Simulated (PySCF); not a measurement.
Species: sulfuric acid, H₂O₄S.
Bonds: O1–S2 (double), S2–O3 (double), S2–O4, S2–O5. Hydrogens: H6 on O4; H7 on O5.

The same species was optimised twice, with GFN2-xTB and with PBE0-D3(BJ)/def2-SVP (PySCF), and the same property calculations (PySCF, gas phase) were run on both structures.

| coordinate | GFN2-xTB | PBE0-D3(BJ)/def2-SVP | change |
| --- | --- | --- | --- |
| S2–O4 (Å) | 1.585 | 1.608 | +0.023 |
| S2–O5 (Å) | 1.585 | 1.607 | +0.022 |
| O1=S2 (Å) | 1.416 | 1.437 | +0.021 |
| S2=O3 (Å) | 1.416 | 1.437 | +0.021 |
| O4–H6 (Å) | 0.956 | 0.970 | +0.014 |
| O5–H7 (Å) | 0.956 | 0.970 | +0.014 |
| O1–S2–O3 (°) | 121.8 | 124.8 | +3.0 |
| O3–S2–O5 (°) | 108.5 | 105.7 | -2.8 |
| O1–S2–O4 (°) | 108.5 | 105.8 | -2.7 |
| S2–O5–H7 (°) | 106.6 | 108.2 | +1.6 |
| S2–O4–H6 (°) | 106.6 | 108.2 | +1.6 |
| O4–S2–O5 (°) | 100.7 | 101.5 | +0.8 |
| O3–S2–O4 (°) | 107.7 | 108.4 | +0.7 |
| O1–S2–O5 (°) | 107.7 | 108.4 | +0.7 |

Rotational constants: A = 5209, B = 4928, C = 4884 MHz (GFN2-xTB) against A = 4994, B = 4898, C = 4708 MHz (PBE0-D3(BJ)/def2-SVP). Point groups within 0.08 Å: C2 and C2.

On the GFN2-xTB structure: lowest singlet, TDDFT (eV) 8.23 [CAM-B3LYP/def2-SVPD]; isotropic polarisability (au) 34.9 [CAM-B3LYP/def2-SVPD]; HOMO (eV) -11.27 [CAM-B3LYP/def2-SVPD]; LUMO (eV) 0.12 [CAM-B3LYP/def2-SVPD]; dipole (D) 2.89 [CAM-B3LYP/def2-SVPD]; HOMO (eV) -9.61 [PBE0/pcSseg-1]; LUMO (eV) 0.35 [PBE0/pcSseg-1]; dipole (D) 2.87 [PBE0/pcSseg-1]; GIAO shielding of O1/O3 (mean) (ppm) 121.0 [PBE0/pcSseg-1]; GIAO shielding of S2 (ppm) 202.2 [PBE0/pcSseg-1]; GIAO shielding of O4/O5 (mean) (ppm) 136.6 [PBE0/pcSseg-1]; O1s of O1 (eV) 539.12 [delta-SCF UKS SCAN, pcX-2 on the ionised atom, pcseg-1 elsewhere, spin-free X2C]; S1s of S2 (eV) 2485.38 [delta-SCF UKS SCAN, pcX-2 on the ionised atom, pcseg-1 elsewhere, spin-free X2C]; S2p of S2 (eV) 176.74 [delta-SCF UKS SCAN, pcX-2 on the ionised atom, pcseg-1 elsewhere, spin-free X2C]; O1s of O4 (eV) 540.94 [delta-SCF UKS SCAN, pcX-2 on the ionised atom, pcseg-1 elsewhere, spin-free X2C].

**Question.** What do these properties become on the PBE0-D3(BJ)/def2-SVP structure?

**Answer.** 
| property | level | on GFN2-xTB | on PBE0-D3(BJ)/def2-SVP | change |
| --- | --- | --- | --- | --- |
| lowest singlet, TDDFT (eV) | CAM-B3LYP/def2-SVPD | 8.23 | 8.08 | -0.15 |
| isotropic polarisability (au) | CAM-B3LYP/def2-SVPD | 34.9 | 36.2 | +1.3 |
| HOMO (eV) | CAM-B3LYP/def2-SVPD | -11.27 | -11.32 | -0.05 |
| LUMO (eV) | CAM-B3LYP/def2-SVPD | 0.12 | 0.02 | -0.10 |
| dipole (D) | CAM-B3LYP/def2-SVPD | 2.89 | 3.02 | +0.13 |
| energy, GFN2-xTB geometry as zero (kcal/mol) | CAM-B3LYP/def2-SVPD | 0.0 | -2.7 | -2.7 |
| HOMO (eV) | PBE0/pcSseg-1 | -9.61 | -9.66 | -0.05 |
| LUMO (eV) | PBE0/pcSseg-1 | 0.35 | 0.13 | -0.22 |
| dipole (D) | PBE0/pcSseg-1 | 2.87 | 3.05 | +0.18 |
| energy, GFN2-xTB geometry as zero (kcal/mol) | PBE0/pcSseg-1 | 0.0 | -2.9 | -2.9 |
| GIAO shielding of O1/O3 (mean) (ppm) | PBE0/pcSseg-1 | 121.0 | 100.4 | -20.6 |
| GIAO shielding of S2 (ppm) | PBE0/pcSseg-1 | 202.2 | 180.5 | -21.7 |
| GIAO shielding of O4/O5 (mean) (ppm) | PBE0/pcSseg-1 | 136.6 | 121.0 | -15.6 |
| O1s of O1 (eV) | delta-SCF UKS SCAN, pcX-2 on the ionised atom, pcseg-1 elsewhere, spin-free X2C | 539.12 | 539.14 | +0.02 |
| S1s of S2 (eV) | delta-SCF UKS SCAN, pcX-2 on the ionised atom, pcseg-1 elsewhere, spin-free X2C | 2485.38 | 2485.44 | +0.06 |
| S2p of S2 (eV) | delta-SCF UKS SCAN, pcX-2 on the ionised atom, pcseg-1 elsewhere, spin-free X2C | 176.74 | 176.81 | +0.07 |
| O1s of O4 (eV) | delta-SCF UKS SCAN, pcX-2 on the ionised atom, pcseg-1 elsewhere, spin-free X2C | 540.94 | 540.82 | -0.12 |

The heavy atoms differ by 0.038 Å rms after alignment. Among all bonds S2–O4 and S2–O5 change most and about equally (+0.022 to +0.023 Å). Changes are differences of the printed values. Neither structure is proved a minimum here.

Conformer computed: `[O:1]=[S:2](=[O:3])([OH:4])[OH:5]`: H–O4–S2–O1 161°, H–O5–S2–O1 26°.
